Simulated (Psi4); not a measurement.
Process, species as SMILES: CO (CH3-OH) + [H][H] (H2) → C (CH4) + O (H2O)
B3LYP-D3(BJ)/def2-TZVP geometries, fixed; electronic energies without zero-point terms.

Basis-set convergence of the energy of full hydrogenation at B3LYP with Psi4. Cartesian d functions, on some or all atoms, in 6-31G*, 6-31+G*, 6-31G**; all else is spherical. Density fitting with the program's default auxiliary sets. Psi4's default fitting sets serve the pcseg sets less well. No added dispersion term, no relativity. Functions are those of the species that has most. Reference: the value in def2-QZVPPD, -30.09 kcal/mol, itself unsure by roughly 0.46 kcal/mol (its mean distance from def2-QZVPP, cc-pVQZ). Deviations are taken from unrounded values.

```json
[
 {"basis": "STO-3G", "functions": "14", "energy of full hydrogenation (kcal/mol)": "-9.96", "minus reference (kcal/mol)": "20.13"},
 {"basis": "6-31G", "functions": "26", "energy of full hydrogenation (kcal/mol)": "-26.38", "minus reference (kcal/mol)": "3.71"},
 {"basis": "def2-SV(P)", "functions": "36", "energy of full hydrogenation (kcal/mol)": "-19.14", "minus reference (kcal/mol)": "10.95"},
 {"basis": "6-31G*", "functions": "38", "energy of full hydrogenation (kcal/mol)": "-23.48", "minus reference (kcal/mol)": "6.61"},
 {"basis": "6-31+G*", "functions": "46", "energy of full hydrogenation (kcal/mol)": "-26.64", "minus reference (kcal/mol)": "3.45"},
 {"basis": "6-31G**", "functions": "50", "energy of full hydrogenation (kcal/mol)": "-25.89", "minus reference (kcal/mol)": "4.20"},
 {"basis": "aug-pcseg-1", "functions": "82", "energy of full hydrogenation (kcal/mol)": "-29.01", "minus reference (kcal/mol)": "1.09"},
 {"basis": "def2-TZVP", "functions": "86", "energy of full hydrogenation (kcal/mol)": "-28.36", "minus reference (kcal/mol)": "1.73"},
 {"basis": "def2-TZVPD", "functions": "113", "energy of full hydrogenation (kcal/mol)": "-29.30", "minus reference (kcal/mol)": "0.79"},
 {"basis": "cc-pVTZ", "functions": "116", "energy of full hydrogenation (kcal/mol)": "-28.75", "minus reference (kcal/mol)": "1.34"},
 {"basis": "6-311++G(3df,3pd)", "functions": "150", "energy of full hydrogenation (kcal/mol)": "-29.84", "minus reference (kcal/mol)": "0.25"},
 {"basis": "def2-QZVPP", "functions": "234", "energy of full hydrogenation (kcal/mol)": "-29.88", "minus reference (kcal/mol)": "0.21"},
 {"basis": "def2-QZVPPD", "functions": "261", "energy of full hydrogenation (kcal/mol)": "-30.09", "minus reference (kcal/mol)": "0.00"}
]
```
